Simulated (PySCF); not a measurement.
LiS and its ions

UHF-CCSD; Li 6-311G(d,p), S 6-311G(d,p); no relativity (PySCF 2.14). Neutral (UHF): doublet (π ↑), Re = 2.151 Å, ωe = 588 cm⁻¹, De = 2.77 eV.

LiS⁺ (UHF): triplet (π ↑↑), Re = 2.451 Å, ωe = 366 cm⁻¹, De = 0.87 eV to Li⁺ + S. The energies at the minima are -405.14719 hartree for LiS and -404.88071 for LiS⁺.

(1) Work out the adiabatic ionisation energy, without and with harmonic zero-point energies (1 hartree = 27.2114 eV, 1 eV = 8065.5 cm⁻¹), and the change of the bond length.

Correlated steps freeze 5 core orbitals. For an ion De counts to the pair picked by the measured ionisation energies or electron affinities, which need not be the lowest pair at this level. States were picked by a PBE0 search and need not be the measured ground states.

Answers

(1) At UHF-CCSD: 0.26648 hartree = 7.251 eV between the minima; the zero-point term (366.0 − 588.0)/2 cm⁻¹ = -0.014 eV makes it 7.238 eV. Re changes by +30.0 pm against the neutral. The electron leaves a π orbital, and the longer bond of the ion fits a bonding orbital, or a change in how ionic the bond is.
